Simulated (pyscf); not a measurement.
Structures and frequencies: ωB97X-D3(BJ)/def2-SVP in PySCF.

Problem. PBE/def2-TZVP puts the barrier of `[O]=[V]([OH])([OH])[OH]` + `[ClH]` → `[O]=[V]([OH])([OH])[Cl]` + `[OH2]` (four-centre exchange; singlet surface; O–V, Cl–H broken, Cl–V, H–O formed) at 25.3 kJ/mol and the reaction energy at -23.7 kJ/mol, from the separated reactants. What do r²SCAN/def2-TZVP, PBE0-D3(BJ)/def2-TZVP, ωB97M-D3(BJ)/def2-TZVP give on the same structures?

Solution. r²SCAN: ΔE‡ = 22.3 kJ/mol, ΔE = -24.0 kJ/mol; PBE0-D3(BJ): ΔE‡ = 26.3 kJ/mol, ΔE = -26.9 kJ/mol; ωB97M-D3(BJ): ΔE‡ = 38.4 kJ/mol, ΔE = -21.7 kJ/mol. PBE's barrier lies among them. Its reaction energy lies among theirs. On the reactant side the descent ends in a complex, 19.4 kJ/mol under the separated species and 48.8 kJ/mol under the saddle at ωB97X-D3(BJ)/def2-TZVP. On the product side the descent ends in an adduct with a O–V contact (not fully relaxed), 11.8 kJ/mol under the separated species and 71.8 kJ/mol under the saddle at ωB97X-D3(BJ)/def2-TZVP. What is counted as broken (O–V) persists as a longer contact in the product adduct; parting that adduct is a step of its own. At ωB97X-D3(BJ)/def2-TZVP the barrier from the zero used here is 29.4 kJ/mol. One saddle was located; it need not be the lowest between these sides.
